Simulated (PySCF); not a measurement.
# C2H5ClO2S: the cost of one run

Computed with PySCF 2.14.0, with density-fitted response routines of our own, on a single molecule in the gas phase. Atoms count from 0, in the outputs and in this text.

### 1 The starting structure

11 atoms, charge 0, multiplicity 1; geometry from: GFN2-xTB.

Bonds of the start (Å): C0–C1 1.50, C1–S2 1.80, S2–O3 1.43, S2–O4 1.43, S2–Cl5 2.04, C0–H6 1.09, C0–H7 1.09, C0–H8 1.09, C1–H9 1.09, C1–H10 1.08.

### 2 Geometry optimisation at PBE0-D3(BJ)/def2-SVP

What the job is given:

```
{"job": {"xc": "PBE0", "basis": "def2-SVP", "d3": "d3bj", "grid": 1, "kind": "geom"}, "charge": 0, "multiplicity": 1}
C     -1.252437     0.315839    -0.282630
C     -0.276786    -0.397873     0.612577
S      1.349125    -0.255676    -0.156559
O      1.284072    -0.597799    -1.539328
O      2.350593    -0.865544     0.656281
Cl     1.665140     1.756239    -0.058638
H     -2.276669     0.163426     0.051880
H     -1.153417    -0.065918    -1.296034
H     -1.046441     1.383458    -0.293925
H     -0.456804    -1.467362     0.677439
H     -0.180950     0.033881     1.602974
```

Command:

```sh
> OMP_NUM_THREADS=1 python probes_run.py task.json out
```

One launch serves the whole session: the jobs run in the order shown.

**Question.** How long does this first job take on 1 thread of Intel Xeon 6975P-C, shared host, and how much memory does it need?

About 54 s, with a peak of 0.52 GiB.
